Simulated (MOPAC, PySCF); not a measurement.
AlCl3, SMILES `[Cl][Al]([Cl])[Cl]`, neutral singlet in the gas phase. 

Z-matrix (Å, degrees):
```
Al
Cl 1 2.0710
Cl 1 2.0710 2 120.01
Cl 1 2.0711 2 119.99 3 -180.00
```
Charge 0, multiplicity 1.

All levels are single points at this geometry (r2SCAN-D4/def2-TZVP); Pople sets use spherical d functions. Orbital energies aren't observables, and empty levels follow the basis.

HF/3-21G in PySCF gives dipole (D) = 0.00.

Task: Estimate the dipole (D) from each of these levels: r2SCAN-D4/def2-TZVP in PySCF; B3LYP/3-21G in PySCF; PBE/6-31G* in PySCF; PM3 in MOPAC; PM7 in MOPAC.

Result: 
```csv
level,dipole (D)
r2SCAN-D4/def2-TZVP in PySCF,0.00
B3LYP/3-21G in PySCF,0.00
PBE/6-31G* in PySCF,0.00
PM3 in MOPAC,0.00
PM7 in MOPAC,0.00
```
